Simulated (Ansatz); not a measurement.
## A basis-limit estimate, worked out

The pair of OH⁻ (SMILES [OH-], atoms 1–2) and CH$_{6}$Si (SMILES C[SiH3], atoms 3–10), both closed shells, in one local arrangement (a lower one may exist), relaxed at PBE0-D4/def2-TZVPD:

O1  (-0.723, 0.127, -1.551)
H2  (-0.824, 0.894, -2.118)
C3  (0.083, -1.150, 0.610)
Si4  (0.097, 0.657, -0.032)
H5  (-0.395, -1.858, -0.073)
H6  (-0.428, -1.177, 1.579)
H7  (1.116, -1.467, 0.793)
H8  (1.271, 1.237, -0.826)
H9  (0.838, 1.106, 1.322)
H10  (-1.034, 1.631, 0.296)
(Å)

Both fragments are computed in the basis of the whole pair.

Computed with Ansatz 0.2.0 (basis: def2-TZVPPD and def2-QZVPPD); correlated methods freeze the cores.

Energies in eV:

| quantity | pair | first fragment | second fragment |
| --- | --- | --- | --- |
| Hartree–Fock, triple zeta (X = 3) | -11042.19649 | -2052.15960 | -8987.07074 |
| Hartree–Fock, quadruple zeta (X = 4) | -11042.59086 | -2052.23360 | -8987.36347 |
| MP2 correlation, X = 3 | -16.49512 | -7.79180 | -8.89601 |
| MP2 correlation, X = 4 | -17.59522 | -8.31285 | -9.41812 |
| CCSD(T) correlation, X = 3 | -18.14524 | -7.99149 | -10.33771 |

Problem. Work out the interaction energy at the basis limit: extrapolate Hartree–Fock as E(X) = E∞ + A exp(−7.88 √X) and the MP2 correlation as E(X) = E∞ + B X^−2.97 (the exponents that Neese and Valeev fitted for def2-TZVPP and QZVPP, reused here for the diffuse sets), then add CCSD(T) − MP2 in triple zeta.

Solution. Each step is linear, so take the differences first (pair − first fragment − second fragment): Hartree–Fock -2.96615 (X = 3) and -2.99379 (X = 4); MP2 correlation 0.19269 and 0.13575; CCSD(T) correlation 0.18396.
Two points give E∞ = E(4) + w [E(4) − E(3)], with w = 1/(exp(7.88 (2 − √3)) − 1) = 0.1377 for Hartree–Fock and w = 1/((4/3)^2.97 − 1) = 0.7407 for the correlation.
Hartree–Fock: -2.99379 + 0.1377 × (-0.02764) = -2.9976 eV.
MP2 correlation: 0.13575 + 0.7407 × (-0.05694) = 0.0936 eV.
CCSD(T) − MP2: 0.18396 − 0.19269 = -0.0087 eV.
Sum: -2.9976 + 0.0936 + (-0.0087) = -2.9127 eV, or -67.17 kcal/mol. Plain CCSD(T) in triple zeta gives -2.7822 eV, so the larger basis shifts the result by -0.1305 eV.

The T1 diagnostic stays at or below 0.026.

For scale, one of the runs: CCSD(T)/def2-TZVPPD, 244 basis functions, launched by `ansatz run in.yaml --threads 4 --pin off --events-out ev --progress --plain --max-ram 9574MiB`. Hardware: 4 CPU threads of an Arm Neoverse V2, shared host. Wall time 53 s; peak host memory 4.8 GiB.
